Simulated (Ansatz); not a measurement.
**C₂H (doublet): the correlation ladder at angle C2–C1–H3 = 119.2°, 6-31G**

Aim: climb from Hartree-Fock through coupled cluster and multireference methods for C₂H (doublet) at one geometry and basis, and see what each rung misses.

Computed with Ansatz 0.2.0, Gaussian basis. Level: 6-31G, core rule «outside noble gas», up to 2 orbitals frozen.

Plan: UHF; CCSD(T) on ROHF; CCSD(T) on UHF; BCCD(T) on ROHF; CISD; CCSDT(Q) on ROHF; CCSDT(Q) on UHF; CCSDTQ on ROHF; CASSCF and MRCISD+Q, 3 electrons in 3 orbitals; CASSCF and NEVPT2, 3 electrons in 3 orbitals; CASSCF and MRCISD+Q, 9 electrons in 9 orbitals; CASSCF and NEVPT4(SD), 9 electrons in 9 orbitals; CASSCF and NEVPT2, 9 electrons in 9 orbitals; Full CI.

16 further runs of the same task are left out: 12 that didn't finish, 4 set aside as unsound or not needed.

## 1. What is computed

The geometry derives from a PBE0/def2-TZVP stationary point (not a proven minimum). One angle is set to the value named; bond lengths are kept.

3 atoms, charge 0, spin multiplicity 2.

Atoms are counted from 1 here; the program's logs count them from 0.

Bond lengths: C1–C2 1.200 Å, C1–H3 1.066 Å. Angles: C2–C1–H3 119.2°.

## 2. UHF

Input file in.yaml:

```yaml
crystal:
  periodic: [false, false, false]
  atoms:
    - {symbol: C, position_ang: [-0.313169, 0.000000, 0.459731]}
    - {symbol: C, position_ang: [0.294181, 0.000000, -0.575472]}
    - {symbol: H, position_ang: [0.226271, 0.000000, 1.379185]}
basis:
  gaussian: {orbitals: 6-31G}
magnetization: {spin_polarized: true, initial_magnetization: 1}
hamiltonian: {xc: hf}
output: {orbitals: {seedname: orbitals}}
```

The run is started by

```sh
$ ansatz run in.yaml --threads 1 --pin off --events-out ev --progress --plain --max-ram 2393MiB
```

The runs that follow: CCSD(T) on ROHF; CCSD(T) on UHF; BCCD(T) on ROHF; CISD; CCSDT(Q) on ROHF; CCSDT(Q) on UHF; CCSDTQ on ROHF; CASSCF and MRCISD+Q, 3 electrons in 3 orbitals; CASSCF and NEVPT2, 3 electrons in 3 orbitals; CASSCF and MRCISD+Q, 9 electrons in 9 orbitals; CASSCF and NEVPT4(SD), 9 electrons in 9 orbitals; CASSCF and NEVPT2, 9 electrons in 9 orbitals; Full CI.

**Question.** What will the summary of the whole plan be? Wanted: FCI below the RHF energy; RMP2 from FCI; UMP2 from FCI; RCCSD from FCI; RCCSD(T) from FCI; UCCSD(T) from FCI; RCCSDT(Q) from FCI; UCCSDT(Q) from FCI; NEVPT2 pair from FCI.

As calculated:

| quantity | value |
| --- | --- |
| FCI below the RHF energy | -5.5558 eV |
| RMP2 from FCI | +16.62 kcal/mol |
| UMP2 from FCI | +37.41 kcal/mol |
| RCCSD from FCI | +5.88 kcal/mol |
| RCCSD(T) from FCI | +1.14 kcal/mol |
| UCCSD(T) from FCI | +2.32 kcal/mol |
| RCCSDT(Q) from FCI | +0.02 kcal/mol |
| UCCSDT(Q) from FCI | +0.27 kcal/mol |
| NEVPT2 pair from FCI | +15.69 kcal/mol |
| MRCISD+Q pair from FCI | +1.85 kcal/mol |
| NEVPT2 valence from FCI | +7.93 kcal/mol |
| levels within 1 kcal/mol (43 meV) | RCCSDT, UCCSDT, RCCSDT(Q), UCCSDT(Q), RCCSDTQ, MRCISD+Q valence |
| T1 diagnostic | 0.035 |
| effectively unpaired electrons | 1.19 |

What this shows: RCCSD(T) misses by +1.14 kcal/mol, 0.9 % of the correlation energy. CCSD(T) misses by +1.14 kcal/mol on the restricted determinant and by +2.32 kcal/mol on the unrestricted one; the two need not hold the same state or core. One determinant dominates. Of the multireference levels listed MRCISD+Q valence comes nearest in total energy (+0.33 kcal/mol), which doesn't show that its space is the better one. These misses are within one basis, not against nature; the frozen cores of restricted and unrestricted runs differ, which can shift their rows.
